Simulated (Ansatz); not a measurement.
For fcc Au, PBE (Ansatz, a quantum-chemistry and plane-wave program, PAW) gives:

lattice constant a: 4.158 Å
bulk modulus B0: 139 GPa
cohesive energy: 3.05 eV/atom

What does Hartree–Fock in Ansatz (plane waves, PAW) give for the same quantities?


- lattice constant a: 4.332 Å (goes up by 4.2 %)
- bulk modulus: 73.2 GPa (falls by 47 %)
- cohesive energy: 1.05 eV/atom (decreases by 2.00 eV/atom)

For comparison: lattice constant a 4.062 Å (measured, static lattice: zero-point anharmonic expansion removed; as tabulated in Mejia-Rodriguez and Trickey (2018), arXiv:1807.09216); bulk modulus 182 GPa (measured, 0 K value with the zero-point phonon effect removed, our sources range from 175 to 182; as tabulated in Mejia-Rodriguez and Trickey (2018), arXiv:1807.09216).

Changes are worked out from the printed values.

Unless a cell is named, each level is at its own relaxed cell (PBE 17.97, Hartree–Fock 20.33 Å³/atom).

Levels without +SOC leave out spin–orbit coupling, which shifts energies and cells of such heavy elements.

Caveats: the cell is over a tenth larger than the published one: the level's own overestimate first of all, though another phase or state, or a fault of the published cell, is possible (Hartree–Fock). Ansatz's density-functional and Hartree–Fock values are scalar-relativistic unless marked +SOC, with PAW data made under PBE.
